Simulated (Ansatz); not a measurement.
**AsH$_{3}$: how the vertical ionisation to the doublet moves with the basis**

AsH3, singlet; coordinates (Å): As 0.000 0.000 -0.033; H 1.259 0.014 0.822; H -0.649 1.087 0.812; H -0.624 -1.102 0.811. Quantity: vertical ionisation to the doublet.

Ansatz 0.2.0, basis 6-31G or cc-pVDZ or cc-pVTZ; geometries are PBE0/def2-TZVP minima. Wave-function levels freeze the cores with the filled d shells of p-block atoms; HF, MP2 and coupled cluster are restricted for singlets and unrestricted otherwise, restricted open-shell where a d shell is frozen, Kohn–Sham unrestricted where that lies lower. NEVPT2 stands on CASSCF in the full valence space. The reference is CCSDT(Q) or full CI (coupled cluster only where its series has nearly closed). Semilocal and hybrid functionals correlate all electrons outside any core potential and usually lie nearer their basis limit than the reference, so part of their error here is the reference's basis and frozen-core error; RPA and the MP2 part of double hybrids freeze the same cores as the reference. None of these values is a measured one. Energies are electronic, without zero-point terms. No spin–orbit coupling and no scalar relativity. The species are chosen: bound, without strong static correlation by their natural occupations or amplitudes, in their lowest spin state as far as vertical gaps and like structures tell, with only the lowest ion state computed, and with a ladder that closes on the reference, so errors are smaller than for species at large; levels whose determinant breaks symmetry or spin markedly are left out.

```csv
level,6-31G (eV),cc-pVDZ (eV),cc-pVTZ (eV)
reference,9.698 (full CI),10.154 (CCSDT(Q)),10.358 (CCSDT(Q))
HF,9.495,9.502,9.480
CCSD(T),9.701,10.155,10.356
NEVPT2,9.617,10.009,10.175
PBE,10.295,10.358,10.395
B3LYP,10.441,10.491,10.529
wB97M-V,10.274,10.365,10.398
RPA-PBE,9.758,10.290,10.555
```

From 6-31G to cc-pVTZ the reference moves by 0.660 eV and PBE by 0.100; the step from CCSD(T) to the reference is -0.003 in the first and 0.001 in the last.
